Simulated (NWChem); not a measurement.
# C3H5 (SMILES C=[C]C): UPBE0/cc-pVDZ, part 2 of 2

NWChem 7.3.0.

### Step 3. The singlet cation at the same level

The input, c3h5.xyz:

```xyz
8
C3H5 PBE0
C     -0.944900     0.679700    -0.871400
C     -0.231700    -0.311600    -0.412400
C      0.746600    -0.607400     0.629200
H     -1.620800     0.568300    -1.714200
H     -0.890800     1.674900    -0.420600
H      0.963600     0.287000     1.231000
H      1.687700    -0.960800     0.199000
H      0.382300    -1.387300     1.303800
```

The input, c3h5.nw:

```
start c3h5
title "C3H5 PBE0"
memory stack 880 mb heap 220 mb global 1100 mb
charge 1

geometry units angstrom noautosym nocenter noautoz
load format xyz c3h5.xyz
end

basis spherical bse
* library cc-pVDZ
end

dft
xc pbe0
mult 1
grid fine
convergence energy 1e-08
maxiter 100
mulliken
noprint "final vectors analysis"
end

task dft energy
```

Run with:

```console
nwchem c3h5.nw > c3h5.out
```

Standard output:

```text
Northwest Computational Chemistry Package (NWChem) 7.3.0
             --------------------------------------------------------

           Job information
           ---------------

    nwchem branch   = 7.3.0
    use scalapack   = T
    input           = c3h5.nw
    prefix          = c3h5.
    data base       = ./c3h5.db
    status          = startup
    nproc           =        1

           Memory information
           ------------------

    heap     =     28835834 doubles =      220.0 Mbytes
    stack    =    115343359 doubles =      880.0 Mbytes
    global   =    144179200 doubles =     1100.0 Mbytes (distinct from heap & stack)
    total    =    288358393 doubles =     2200.0 Mbytes
    verify   = yes
    hardfail = no

           Directory information
           ---------------------

  0 permanent = .
  0 scratch   = .

                                NWChem Input Module
                                -------------------

                                     C3H5 PBE0
                                     ---------

 Scaling coordinates for geometry "geometry" by  1.889725989
 (inverse scale =  0.529177249)

                             Geometry "geometry" -> ""
                             -------------------------

 Output coordinates in angstroms (scale by  1.889725989 to convert to a.u.)

  No.       Tag          Charge          X              Y              Z
 ---- ---------------- ---------- -------------- -------------- --------------
    1 C                    6.0000    -0.94490000     0.67970000    -0.87140000
    2 C                    6.0000    -0.23170000    -0.31160000    -0.41240000
    3 C                    6.0000     0.74660000    -0.60740000     0.62920000
    4 H                    1.0000    -1.62080000     0.56830000    -1.71420000
    5 H                    1.0000    -0.89080000     1.67490000    -0.42060000
    6 H                    1.0000     0.96360000     0.28700000     1.23100000
    7 H                    1.0000     1.68770000    -0.96080000     0.19900000
    8 H                    1.0000     0.38230000    -1.38730000     1.30380000

      Atomic Mass
      -----------

      C                 12.000000
      H                  1.007825

 Effective nuclear repulsion energy (a.u.)      64.0732625079

            Nuclear Dipole moment (a.u.)
            ----------------------------
        X                 Y               Z
 ---------------- ---------------- ----------------
    -3.8890560845    -2.3691494719    -6.2901419256

            XYZ format geometry
            -------------------
     8
 geometry
 C                    -0.94490000     0.67970000    -0.87140000
 C                    -0.23170000    -0.31160000    -0.41240000
 C                     0.74660000    -0.60740000     0.62920000
 H                    -1.62080000     0.56830000    -1.71420000
 H                    -0.89080000     1.67490000    -0.42060000
 H                     0.96360000     0.28700000     1.23100000
 H                     1.68770000    -0.96080000     0.19900000
 H                     0.38230000    -1.38730000     1.30380000

 ==============================================================================
                                internuclear distances
 ------------------------------------------------------------------------------
       center one      |      center two      | atomic units |  angstroms
 ------------------------------------------------------------------------------
    2 C                |   1 C                |     2.46536  |     1.30461
    3 C                |   2 C                |     2.75764  |     1.45928
    4 H                |   1 C                |     2.05239  |     1.08608
    5 H                |   1 C                |     2.06713  |     1.09388
    6 H                |   3 C                |     2.07801  |     1.09964
    7 H                |   3 C                |     2.06632  |     1.09345
    8 H                |   3 C                |     2.06668  |     1.09364
 ------------------------------------------------------------------------------
                         number of included internuclear distances:          7
 ==============================================================================

 ==============================================================================
                                 internuclear angles
 ------------------------------------------------------------------------------
        center 1       |       center 2       |       center 3       |  degrees
 ------------------------------------------------------------------------------
    2 C                |   1 C                |   4 H                |   122.36
    2 C                |   1 C                |   5 H                |   121.28
    4 H                |   1 C                |   5 H                |   116.35
    1 C                |   2 C                |   3 C                |   140.50
    2 C                |   3 C                |   6 H                |   110.98
    2 C                |   3 C                |   7 H                |   111.20
    2 C                |   3 C                |   8 H                |   111.19
    6 H                |   3 C                |   7 H                |   107.96
    6 H                |   3 C                |   8 H                |   107.95
    7 H                |   3 C                |   8 H                |   107.39
 ------------------------------------------------------------------------------
                            number of included internuclear angles:         10
 ==============================================================================

 Summary of "ao basis" -> "" (spherical)
 ------------------------------------------------------------------------------
       Tag                 Description            Shells   Functions and Types
 ---------------- ------------------------------  ------  ---------------------
 *                          cc-pVDZ                   on all atoms

                                 NWChem DFT Module
                                 -----------------

                                     C3H5 PBE0

                      Basis "ao basis" -> "ao basis" (spherical)
                      -----
  [basis functions not shown]

 Summary of "ao basis" -> "ao basis" (spherical)
 ------------------------------------------------------------------------------
       Tag                 Description            Shells   Functions and Types
 ---------------- ------------------------------  ------  ---------------------
 C                          cc-pVDZ                  6       14   3s2p1d
 H                          cc-pVDZ                  3        5   2s1p

 Summary of "ao basis" -> "ao basis" (spherical)
 ------------------------------------------------------------------------------
       Tag                 Description            Shells   Functions and Types
 ---------------- ------------------------------  ------  ---------------------
 C                          cc-pVDZ                  6       14   3s2p1d
 H                          cc-pVDZ                  3        5   2s1p

  Caching 1-el integrals
  itol2e modified to match energy
  convergence criterion.
  tol_rho modified to match energy
  convergence criterion.

            General Information
            -------------------
          SCF calculation type: DFT
          Wavefunction type:  closed shell.
          No. of atoms     :     8
          No. of electrons :    22
           Alpha electrons :    11
            Beta electrons :    11
          Charge           :     1
          Spin multiplicity:     1
          Use of symmetry is: off; symmetry adaption is: off
          Maximum number of iterations: 100
          AO basis - number of functions:    67
                     number of shells:    33
          Convergence on energy requested:  1.00D-08
          Convergence on density requested:  1.00D-05
          Convergence on gradient requested:  5.00D-04

              XC Information
              --------------
                         PBE0 Method XC Functional
                     Hartree-Fock (Exact) Exchange  0.250
          PerdewBurkeErnzerhof Exchange Functional  0.750
            Perdew 1991 LDA Correlation Functional  1.000 local
           PerdewBurkeErnz. Correlation Functional  1.000 non-local

             Grid Information
             ----------------
          Grid used for XC integration:  fine
          Radial quadrature: Mura-Knowles
          Angular quadrature: Lebedev.
          Tag              B.-S. Rad. Rad. Pts. Rad. Cut. Ang. Pts.
          ---              ---------- --------- --------- ---------
          C                   0.70       70          10.0       590
          H                   0.35       60          11.0       590
          Grid pruning is: on
          Number of quadrature shells:   510
          Spatial weights used:  Erf1

          Convergence Information
          -----------------------
          Convergence aids based upon iterative change in
          total energy or number of iterations.
          Levelshifting, if invoked, occurs when the
          HOMO/LUMO gap drops below (HL_TOL):  1.00D-02
          DIIS, if invoked, will attempt to extrapolate
          using up to (NFOCK): 10 stored Fock matrices.

                    Damping( 0%)  Levelshifting(0.5)       DIIS
                  --------------- ------------------- ---------------
          dE  on:    start            ASAP                start
          dE off:    2 iters        100 iters           100 iters

      Screening Tolerance Information
      -------------------------------
          Density screening/tol_rho:  1.00D-11
          AO Gaussian exp screening on grid/accAOfunc:  18
          CD Gaussian exp screening on grid/accCDfunc:  20
          XC Gaussian exp screening on grid/accXCfunc:  20
          Schwarz screening/accCoul:  1.00D-09

      Superposition of Atomic Density Guess
      -------------------------------------

 Sum of atomic energies:        -115.49483333

 Renormalizing density from      23.00 to     22

      Non-variational initial energy
      ------------------------------

 Total energy =    -113.464567
 1-e energy   =    -267.690104
 2-e energy   =      90.152275
 HOMO         =      -0.658284
 LUMO         =      -0.492008

   Time after variat. SCF:      0.2

     ---------------------------------------------
      Total Density - Mulliken Population Analysis
     ---------------------------------------------

    Atom       Charge   Shell Charges
 -----------   ------   -------------------------------------------------------
    1 C    6     6.31   2.00  0.81  0.43  2.25  0.80  0.03
    2 C    6     5.72   2.00  0.82  0.55  1.62  0.65  0.08
    3 C    6     6.40   2.00  0.80  0.37  2.32  0.88  0.03
    4 H    1     0.72   0.58  0.10  0.03
    5 H    1     0.67   0.54  0.09  0.03
    6 H    1     0.69   0.57  0.10  0.03
    7 H    1     0.75   0.61  0.10  0.03
    8 H    1     0.75   0.61  0.10  0.03
   Time prior to 1st pass:      0.2

 Grid_pts file          = ./c3h5.gridpts.0
 Record size in doubles =  12289        No. of grid_pts per rec  =   3070
 Max. records in memory =    109        Max. recs in file   = *********

           Memory utilization after 1st SCF pass:
           Heap Space remaining (MW):        0.00                  28
          Stack Space remaining (MW):      115.34           115342796

   convergence    iter        energy       DeltaE   RMS-Dens  Diis-err    time
 ---------------- ----- ----------------- --------- --------- ---------  ------
 d= 0,ls=0.0,diis     1   -116.7068444495 -1.81D+02  9.49D-03  5.68D-01     1.2
 d= 0,ls=0.0,diis     2   -116.7272250730 -2.04D-02  5.56D-03  3.21D-01     2.0
 d= 0,ls=0.0,diis     3   -116.7608933898 -3.37D-02  2.47D-03  5.47D-02     2.9
 d= 0,ls=0.0,diis     4   -116.7670532520 -6.16D-03  7.74D-04  1.05D-02     3.8
 d= 0,ls=0.0,diis     5   -116.7685229697 -1.47D-03  9.77D-05  8.08D-05     4.7
  Resetting Diis
 d= 0,ls=0.0,diis     6   -116.7685326560 -9.69D-06  3.72D-05  1.61D-05     5.5
 d= 0,ls=0.0,diis     7   -116.7685349917 -2.34D-06  1.02D-05  3.74D-07     6.4
 d= 0,ls=0.0,diis     8   -116.7685350063 -1.46D-08  5.59D-06  3.22D-07     7.3
 d= 0,ls=0.0,diis     9   -116.7685350472 -4.09D-08  1.70D-06  3.42D-08     8.1
 d= 0,ls=0.0,diis    10   -116.7685350516 -4.36D-09  6.90D-07  3.58D-09     9.0

         Total DFT energy =     -116.768535051571
      One electron energy =     -276.429200529278
           Coulomb energy =      113.156310206922
    Exchange-Corr. energy =      -17.568907237078
 Nuclear repulsion energy =       64.073262507863

 Numeric. integr. density =       21.999999993199

     Total iterative time =      8.8s

     ---------------------------------------------
      Total Density - Mulliken Population Analysis
     ---------------------------------------------

    Atom       Charge   Shell Charges
 -----------   ------   -------------------------------------------------------
    1 C    6     5.94   2.01  0.68  0.40  2.07  0.75  0.03
    2 C    6     5.95   2.01  0.76  0.59  1.79  0.73  0.07
    3 C    6     6.03   2.01  0.67  0.36  2.13  0.82  0.04
    4 H    1     0.81   0.70  0.08  0.03
    5 H    1     0.79   0.68  0.08  0.04
    6 H    1     0.80   0.68  0.09  0.03
    7 H    1     0.84   0.71  0.09  0.03
    8 H    1     0.84   0.71  0.09  0.03

     -------------------------------------------
      Total Density - Lowdin Population Analysis
     -------------------------------------------

    Atom       Charge   Shell Charges
 -----------   ------   -------------------------------------------------------
    1 C    6     5.94   1.87  0.59  0.39  1.84  1.14  0.11
    2 C    6     5.65   1.88  0.66  0.41  1.59  0.95  0.16
    3 C    6     6.02   1.87  0.55  0.37  1.89  1.20  0.13
    4 H    1     0.89   0.57  0.23  0.09
    5 H    1     0.85   0.55  0.22  0.09
    6 H    1     0.85   0.56  0.21  0.09
    7 H    1     0.90   0.59  0.23  0.08
    8 H    1     0.90   0.59  0.23  0.08

 center of mass
 --------------
 x =  -0.21337761 y =  -0.12377762 z =  -0.33390995

 moments of inertia (a.u.)
 ------------------
         136.087451032436          60.379423706814         -75.205220994923
          60.379423706814         164.152399580186          49.915827656727
         -75.205220994923          49.915827656727         149.952199270755

     Multipole analysis of the density
     ---------------------------------

     L   x y z        total         alpha         beta         nuclear
     -   - - -        -----         -----         ----         -------
     0   0 0 0      1.000000    -11.000000    -11.000000     23.000000

     1   1 0 0     -0.241815      1.823621      1.823621     -3.889056
     1   0 1 0      0.081531      1.225340      1.225340     -2.369149
     1   0 0 1     -0.288291      3.000926      3.000926     -6.290142

     2   2 0 0     -9.122699    -33.785371    -33.785371     58.448044
     2   1 1 0     -2.458612     17.393204     17.393204    -37.245020
     2   1 0 1      3.932676    -22.148578    -22.148578     48.229832
     2   0 2 0     -8.411745    -24.965345    -24.965345     41.518945
     2   0 1 1     -1.031348     14.484731     14.484731    -30.000810
     2   0 0 2     -8.989127    -30.067078    -30.067078     51.145028

 Task  times  cpu:        9.0s     wall:        9.0s
 Total times  cpu:        9.0s     wall:        9.0s
```

Wall time 9.9 s (1 thread of AMD EPYC 7R13 (Zen 3), shared host); peak memory 0.11 GiB.

### Step 4. Results

What follows sums up all 2 parts.

Level: UPBE0/cc-pVDZ.

```
                                          quantity          value
                        doublet C3H5: total energy  -117.08342 Eh
                                doublet C3H5: ⟨S²⟩          0.763
                      singlet cation: total energy  -116.76854 Eh
vertical ionisation energy (to the singlet cation)       8.568 eV
```

In words: The vertical ionisation energy comes to 8.57 eV (198 kcal/mol). Only the singlet of the ionised species was computed; a triplet could lie lower. Mulliken charges (doublet C3H5) run from -0.20 on C2 to +0.07 on H7.
